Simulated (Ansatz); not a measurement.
# Worked example: C5H12 + CHF3S → C4H10S + C2H3F3

Species: C5H12 `CC(C)(C)C`, singlet; CHF3S `FC(F)(F)S`, singlet; C4H10S (2-methyl-2-propanethiol) `CC(C)(C)S`, singlet; C2H3F3 (1,1,1-trifluoroethane) `CC(F)(F)F`, singlet. The partners trade CH3 for SH; both sit on C, so the bond types are kept.

Shapes, held fixed at every level: PBE0-D4/def2-TZVP. Flexible molecules stand in one conformer, not always the lowest. Programs: Ansatz 0.2.0. Electronic energies: no zero-point or thermal term.

At CCSD(T)/CBS estimate; 1 Eh = 2625.50 kJ/mol:

| species | energy (Eh) |
| --- | --- |
| C5H12 | -197.508770 |
| CHF3S | -735.794238 |
| C4H10S | -556.019742 |
| C2H3F3 | -377.301889 |

Q: Work out ΔE of the reaction at this level.

A: 
1. Products less reactants: (-556.019742) + (-377.301889) − [(-197.508770) + (-735.794238)] = -0.018623 Eh = -48.9 kJ/mol.

Other levels give -59.8 (HF/def2-SVP) to -47.1 kJ/mol (r2SCAN0-D4/def2-TZVPP). No measured value is set beside it here. The CBS estimate extrapolates MP2 from def2-TZVPP and def2-QZVPP and adds CCSD(T) − MP2 in the triple-zeta set, cores frozen.
